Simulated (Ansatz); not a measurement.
C3H6FN, SMILES `CC(=N)CF`. Charge 0, multiplicity 1.

| atom | x (Å) | y (Å) | z (Å) |
| --- | --- | --- | --- |
| C1 | 0.742 | 1.207 | 0.032 |
| C2 | -0.089 | 0.051 | -0.424 |
| N3 | -0.482 | -0.038 | -1.621 |
| C4 | -0.403 | -0.964 | 0.642 |
| F5 | -1.168 | -1.993 | 0.148 |
| H6 | 0.918 | 1.880 | -0.805 |
| H7 | 1.703 | 0.865 | 0.428 |
| H8 | 0.240 | 1.755 | 0.835 |
| H9 | -1.034 | -0.888 | -1.747 |
| H10 | -0.951 | -0.490 | 1.465 |
| H11 | 0.524 | -1.386 | 1.046 |

Q: What are the harmonic wavenumbers in cm⁻¹ at PBE0-D4/def2-TZVP (Ansatz, finite differences of forces, unscaled)? (Estimate.)

A: The calculation gave: 99, 148, 271, 398, 450, 595, 829, 848, 979, 1058, 1097, 1105, 1151, 1268, 1335, 1395, 1435, 1463, 1471, 1478, 1767, 3041, 3050, 3087, 3108, 3169, 3466.

Q: Is this a minimum?

A: Yes, all 27 modes are real.

Q: Give the ideal-gas thermochemistry at 298.15 K and 1 bar (rigid rotor, harmonic oscillator; point group Cs, symmetry number 1).

A: Zero-point energy 236.6 kJ/mol; H(298) − E = 254.2 kJ/mol; entropy 315.0 J/(mol·K), of which translation 162.7, rotation 107.0, vibration 45.3; G(298) − E = 160.3 kJ/mol. Modes under 100 cm⁻¹ are hindered rotations or soft bends, so the harmonic entropy is rough.

Q: And at 400, 500, 600, 800 and 1000 K?

A: 
```csv
T (K),H − E (kJ/mol),S (J/mol/K),G − E (kJ/mol)
400,264.2,343.7,126.7
500,276.0,370.1,91.0
600,289.7,395.0,52.7
800,321.4,440.4,-30.9
1000,357.4,480.5,-123.1
```

Q: Rotational constants (cm⁻¹)?

A: 0.3267, 0.1236, 0.09278.
